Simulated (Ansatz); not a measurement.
# CH2BS: the cost of one run

Method: single points in def2-TZVPP; program: Ansatz 0.2.0, Gaussian basis.

Correlated methods freeze the cores.

## 1. Where the work starts

SMILES `[CH2+]B=S`, 5 atoms, charge 1, spin multiplicity 1.

Atoms are counted from 1 here; the program's logs count them from 0.

Bond lengths: C1–B2 1.488 Å, C1–H4 1.092 Å, C1–H5 1.156 Å, B2–S3 1.666 Å. Angles: B2–C1–H4 130.4°, B2–C1–H5 118.8°, H4–C1–H5 108.3°, C1–B2–S3 160.2°.

Coordinates:

```xyz
5
charge 1, multiplicity 1
C    -0.2979    0.5132   -0.3444
B     0.2731   -0.5803    0.4880
S     1.3266   -1.7521    1.0275
H    -0.3838    1.5837   -0.1447
H    -1.0357    0.2418   -1.1914
```

## 2. PBE-D4/def2-TZVPP

Contents of run/in.yaml:

```yaml
crystal:
  periodic: [false, false, false]
  atoms:
    - {symbol: C, position_ang: [-0.297909, 0.513166, -0.344430]}
    - {symbol: B, position_ang: [0.273072, -0.580325, 0.487998]}
    - {symbol: S, position_ang: [1.326615, -1.752070, 1.027500]}
    - {symbol: H, position_ang: [-0.383810, 1.583674, -0.144727]}
    - {symbol: H, position_ang: [-1.035681, 0.241839, -1.191401]}
basis:
  gaussian: {orbitals: def2-TZVPP}
total_charge: 1
hamiltonian: {xc: pbe, dispersion: d4}
output: {forces: true}
```

Started as:

```
> ansatz run in.yaml --threads 1 --pin off --events-out ev --progress --plain --max-ram 4352MiB
```

**Question.** How long does this run take on 1 thread of Intel Xeon at 2.30GHz, shared host?

About 2.6 s.
